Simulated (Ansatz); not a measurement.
# A relaxation, step by step

AlH2ClO, singlet, PBE0-D4/def2-TZVP (Ansatz 0.2.0). Settings:

```yaml
hamiltonian: {xc: pbe0, dispersion: d4}
relax: {f_tol: 0.005, max_steps: 200}
```

Start, a step off a saddle point along its unstable mode:

```csv
atom,x (Å),y (Å),z (Å)
Al1,-0.3739,-0.9886,0.5195
O2,0.3479,0.2870,-0.7498
H3,-0.5213,-0.2072,-1.2797
Cl4,0.3103,-0.3376,2.4724
H5,0.2369,1.2463,-0.9624
```

```csv
step,energy less the last (meV),largest force component (eV/Å)
1,917.8,2.659
2,575.3,2.019
3 (rejected trial),1179.7,10.199
4,312.9,1.190
5,184.4,0.668
6,104.6,0.971
7,80.3,0.440
8,66.0,0.379
9,17.2,0.387
10,8.8,0.244
11,4.1,0.490
12,0.5,0.099
13,0.1,0.017
14,0.0,0.015
15,0.0,0.008
16,0.0,0.006
17,0.0,0.001
```

Step 5, positions (Å) and forces (eV/Å):

```tsv
atom	x	y	z	Fx	Fy	Fz
Al1	-0.446	-1.174	0.653	-0.084	-0.315	0.310
O2	0.225	0.239	-0.799	0.286	0.354	0.314
H3	-0.404	-0.057	-1.455	-0.287	-0.002	-0.668
Cl4	0.370	-0.217	2.423	0.043	0.121	-0.095
H5	0.254	1.209	-0.822	0.043	-0.157	0.139
```

Step 9, positions (Å) and forces (eV/Å):

```
atom       x       y       z      Fx      Fy      Fz
 Al1  -0.451  -1.390   0.724   0.060   0.128   0.056
  O2   0.076   0.129  -0.765  -0.120   0.303  -0.387
  H3  -0.350   0.185  -1.634   0.136  -0.087   0.268
 Cl4   0.389   0.050   2.175  -0.030  -0.053  -0.049
  H5   0.336   1.026  -0.500  -0.046  -0.291   0.112
```

Step 11, positions (Å) and forces (eV/Å):

| atom | x | y | z | Fx | Fy | Fz |
| --- | --- | --- | --- | --- | --- | --- |
| Al1 | -0.444 | -1.389 | 0.709 | -0.025 | -0.032 | -0.020 |
| O2 | 0.094 | 0.078 | -0.796 | -0.036 | 0.490 | -0.150 |
| H3 | -0.363 | 0.260 | -1.632 | 0.137 | -0.105 | 0.278 |
| Cl4 | 0.381 | 0.127 | 2.091 | 0.017 | 0.031 | 0.030 |
| H5 | 0.332 | 0.924 | -0.372 | -0.094 | -0.383 | -0.138 |

Last step (17):

```
5
angstrom
Al -0.4521 -1.3865 0.7044
O 0.1254 0.0733 -0.8174
H -0.3835 0.2709 -1.6105
Cl 0.3694 0.1454 2.0808
H 0.3408 0.8970 -0.3573
```

The run took about 26 s on 2 CPU threads of an Arm Neoverse V2 (shared host).
